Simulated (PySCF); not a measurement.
C2H6O, charge +1, multiplicity 2. Atoms are numbered in the order given.

```xyz
9

C     -0.2094    -1.2267     0.0000
C      0.4806     0.0882     0.0000
O     -0.2262     1.2438     0.0000
H      0.5268    -2.0295     0.0000
H     -0.8439    -1.3394    -0.8863
H     -0.8439    -1.3394     0.8863
H      1.2719     0.2368     0.8033
H      1.2719     0.2368    -0.8033
H     -1.2008     1.1149     0.0000
```
Charge +1, spin multiplicity 2.

The structure is a stationary point at B3LYP-D3(BJ)/def2-TZVP. The spin state was assumed, not searched. Other conformers were not sampled.

Calculation: PySCF with r2SCAN/def2-TZVPD.

Computed frontier levels, dipole moment and polarisability:
```json
{
  "α spin, highest occupied and lowest empty level": "-14.87 and -5.25 eV",
  "β spin, highest occupied and lowest empty level": "-15.76 and -13.08 eV",
  "dipole_moment_about_the_centre_of_nuclear_charge": "0.22 D",
  "mean_static_polarisability": "32.1 bohr³ (4.75 Å³)",
  "polarisability_principal_values": "24.7, 30.9, 40.6 bohr³",
  "⟨S²⟩": "0.755 (pure state 0.75)"
}
```
